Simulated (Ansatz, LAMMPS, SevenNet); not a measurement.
**Ladder of methods for the zone-centre TO phonon frequency of rock-salt BaO**

Reference value: 146 cm⁻¹ (measured, temperature not stated, not corrected to a static lattice; as tabulated in Roshan et al. (2021), arXiv:2110.13857).

```csv
level (code),value (cm⁻¹),cell (Å³/atom)
"ionic model bush1994 (shell model, LAMMPS)",259,20.74
"ionic model lewis1985b (shell model, LAMMPS)",126,20.94
SevenNet-0,130,22.03
SevenNet-l3i5,105,22.09
LDA (Ansatz),(withheld),20.06
PBE (Ansatz),71,21.65
B3LYP (VWN-RPA form) (Ansatz),(withheld),21.95
HSE06 (Ansatz),(withheld),21.16
LC-ωPBE (Ansatz),131,21.10
PBE0 (Ansatz),100,21.15
Hartree–Fock (Ansatz),134,22.38
```

Fill in the missing entries.


- LDA (Ansatz, a first-principles code), value (cm⁻¹): 86
- B3LYP (VWN-RPA form) (Ansatz), value (cm⁻¹): 99
- HSE06 (Ansatz), value (cm⁻¹): 96

Differences against the reference: ionic model bush1994 +77 %, ionic model lewis1985b -13.7 %, SevenNet-0 -11.0 %, SevenNet-l3i5 -28 %, LDA -41 %, PBE -51 %, B3LYP (VWN-RPA form) -32 %, HSE06 -34 %, LC-ωPBE -10.3 %, PBE0 -32 %, Hartree–Fock -8.2 %.

Of the ranked levels Hartree–Fock (-8.2 %) comes nearest. Among them ionic model bush1994 (+77 %) misses by most. Every ranked level misses the reference by more than 5 %.

The reference isn't brought to a static lattice, while the calculations are for one, so the differences are not the levels' errors alone.  Each level is taken at its own relaxed cell. K meshes differ between the levels. Ansatz's density-functional and Hartree–Fock values are scalar-relativistic unless marked +SOC, with PAW data made under PBE.

Empirical potentials (ionic model bush1994, ionic model lewis1985b) are fitted to chosen data: where that held the value shown, agreement is built in, and what lay outside the fit can be far off. Machine-learned potentials (SevenNet-0, SevenNet-l3i5) are trained on DFT data: a solid inside that data is no test of them.

Differences are worked out from the printed values.
